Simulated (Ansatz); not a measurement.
A made-up structure of C$_{2}$H$_{3}$Si, doublet:

```tsv
atom	x (Å)	y (Å)	z (Å)
C1	-0.7435	0.1445	-0.8308
C2	0.2265	-0.1139	0.0024
Si3	1.7344	-0.1513	0.9198
H4	0.2325	-1.1391	-0.2668
H5	-0.7848	1.0662	-1.4103
H6	1.1360	-0.3922	2.2902
```

It is relaxed with PBE-D4/def2-SVP and then PBE0-D4/def2-TZVP (Ansatz 0.2.0). Atoms count as bonded within 1.22 times the sum of their covalent radii (H–H: 0.88 Å). The end point is not checked to be a true minimum.

Q: Does its bonding change? (A judgement: the text doesn't fix the answer.)

A: The calculation gives: Yes. Formed: C1–Si3; broken: none.

Where it ends: The first stage lowers the energy by 0.86 eV in 12 steps. It ends as C₂H₃Si ([CH]1[CH][SiH]1):
C1  (-0.008, 0.471, -0.401)
C2  (0.192, -0.839, -0.237)
Si3  (1.386, 0.143, 0.709)
H4  (-0.279, -1.743, -0.605)
H5  (-0.710, 1.080, -0.959)
H6  (1.221, 0.304, 2.198)
(Å)

Labels in which every atom is bracketed show which atoms are joined, not bond orders.

For scale, one of the runs: PBE0-D4/def2-TZVP relaxation, 117 basis functions, launched by `ansatz run in.yaml --threads 2 --pin off --events-out ev --progress --plain --max-ram 4352MiB`. Hardware: 2 CPU threads of an Arm Neoverse V1, shared host. Wall time about 80 s.
